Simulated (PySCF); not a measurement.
Gas-phase reaction: 2 AlCH3 + CH3 ⇌ Al2H6 + C3H3 (propargyl)

Method: PySCF energies plus ideal-gas RRHO corrections (1 bar). † marks an energy on the PBE0/def2-TZVP geometry and frequencies; other levels use their own. MP2 and CCSD(T) freeze the core. 6-31G* has spherical d functions here. Open shells (unrestricted): CH3 (multiplicity 2), C3H3 (propargyl) (multiplicity 2); the rest are closed-shell singlets. B3LYP is the form with VWN-RPA correlation. AlCH3, Al2H6: computed as isolated molecules; such fragments, hydroxides, amides, oligomers or adducts are transient or little studied in the gas. MP2 isn't extrapolated to the basis-set limit; its ΔH°(298 K) is -23.8 kJ in def2-SVP and -13.6 kJ in def2-TZVPP. CCSD(T) isn't extrapolated to the basis-set limit; its ΔH°(298 K) is -40.0 kJ in def2-SVP and -33.2 kJ in def2-TZVPP. The harmonic model lacks anharmonicity and excited electronic states, which grow with temperature; levels with a mode under 35 cm⁻¹ are left out. Warning, large T1 diagnostic: C3H3 (propargyl) (CCSD(T)/def2-SVP†). Warning, spin contamination: C3H3 (propargyl) (CCSD(T)/def2-SVP†, HF/6-31G*, MP2/def2-TZVPP†).

```tsv
level	ΔE electronic, kJ	ΔH°(298 K), kJ	ΔS°(298 K), J/K	ΔG°(1400 K), kJ
B3LYP/def2-TZVP†	-6	-42	-146	140
BLYP/def2-TZVP†	-9	-45	-146	137
CCSD(T)/def2-SVP†	-4	-40	-146	142
HF/6-31G*	16	-26	-147	156
MP2/def2-TZVPP†	23	-14	-146	168
PBE0/def2-QZVP†	2	-34	-146	148
ωB97X-V/def2-TZVP†	-25	-61	-146	121
```
ΔH° is lowest at ωB97X-V/def2-TZVP† and highest at MP2/def2-TZVPP†. No reference value is set beside these.
